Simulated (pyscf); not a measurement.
A first-order saddle from PySCF, ωB97X-D3(BJ)/def2-SVP:

```xyz
9

C     -2.2682     0.3446     0.3834
C     -0.9735     0.1792    -0.2738
C      0.1092     0.0363    -0.8193
H     -2.3729    -0.4036     1.1848
H     -3.0934     0.1988    -0.3302
H     -2.3573     1.3446     0.8346
H      1.3238    -0.5287    -1.0142
F      2.1634    -0.2327    -1.8614
H      1.0717     0.3166    -1.7286
```
Charge 0, spin multiplicity 1.

Surface: singlet, charge 0. Lowest wavenumbers (cm⁻¹): 2529i, 28, 90, 111, 346.

Q: Which two sides does it connect, and which bonds change?

A: propyne (HC≡C–CH₃) + hydrogen fluoride (HF) ⇌ propyne (HC≡C–CH₃) + hydrogen fluoride (HF), a four-centre exchange read from left to right: C–H, F–H broken and C–H, F–H formed. At CCSD(T)/def2-TZVPP + ΔMP2(QZVPP) it lies +61.0 kcal/mol from the left side and +61.0 kcal/mol from the right (each side as separated species at their lowest minima found). On the reactant side the descent ends in a complex, 6.3 kcal/mol under the separated species and 63.8 kcal/mol under the saddle at ωB97X-D3(BJ)/def2-TZVP. On the product side the descent ends in a complex, 6.5 kcal/mol under the separated species and 64.0 kcal/mol under the saddle at ωB97X-D3(BJ)/def2-TZVP. At ωB97X-D3(BJ)/def2-TZVP the barrier from the zero used here is 57.5 kcal/mol. The same reactants have a lower exit, to H₂C=C=CH₂ + HF (barrier +45.4 kcal/mol at ωB97M-D3(BJ)/def2-TZVP, against +56.3 kcal/mol here). This is the saddle that the search found; another between the same sides may lie lower. The CCSD(T) − MP2 part came from Ansatz, without density fitting, on the same reference.
